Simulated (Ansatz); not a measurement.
# H5NOSi: the cost of one run

Program: Ansatz 0.2.0. Level of theory: RKS PBE0-D4/def2-SVP. These are calculated values, not measurements.

### 1 Starting point

Bond lengths: Si1–O2 1.680 Å, O2–H3 1.010 Å, Si1–H4 1.460 Å, Si1–H5 1.459 Å, Si1–N6 1.819 Å, N6–H7 1.060 Å, N6–H8 1.060 Å. Angles: Si1–O2–H3 109.5°, O2–Si1–H4 109.5°, O2–Si1–H5 109.5°, O2–Si1–N6 109.5°, H4–Si1–H5 109.5°, H4–Si1–N6 109.5°, H5–Si1–N6 109.5°, Si1–N6–H7 120.0°, Si1–N6–H8 120.0°, H7–N6–H8 120.0°.

Coordinates:

```xyz
8

Si    0.0000    0.0000    0.0000
O     0.0000    0.0000    1.6800
H    -0.9095   -0.2814    2.0171
H     1.3768    0.0000   -0.4862
H    -0.6877    1.1914   -0.4862
N    -0.8572   -1.4851   -0.6061
H    -1.3922   -2.1014    0.0704
H    -0.8219   -1.7344   -1.6357
```

### 2 Relaxing the start

input.yaml

```yaml
crystal:
  periodic: [false, false, false]
  atoms:
    - { symbol: Si, position_ang: [0.0, 0.0, 0.0] }
    - { symbol: O, position_ang: [0.0, 0.0, 1.68] }
    - { symbol: H, position_ang: [-0.9095, -0.2814, 2.0171] }
    - { symbol: H, position_ang: [1.3768, 0.0, -0.4862] }
    - { symbol: H, position_ang: [-0.6877, 1.1914, -0.4862] }
    - { symbol: "N", position_ang: [-0.8572, -1.4851, -0.6061] }
    - { symbol: H, position_ang: [-1.3922, -2.1014, 0.0704] }
    - { symbol: H, position_ang: [-0.8219, -1.7344, -1.6357] }
basis:
  gaussian: { orbitals: def2-SVP }
hamiltonian:
  xc: pbe0
  dispersion: d4
relax:
  f_tol: 0.02
  max_steps: 40
```

On the command line:

```
> ansatz run input.yaml --threads 1 --pin off --max-ram 2048MiB --backend cpu --events-out ev --progress --plain --runs-dir out
```

What time and memory should one allow on 1 thread of Arm Neoverse V2, shared host?

About 49 s, with a peak of 0.14 GiB.
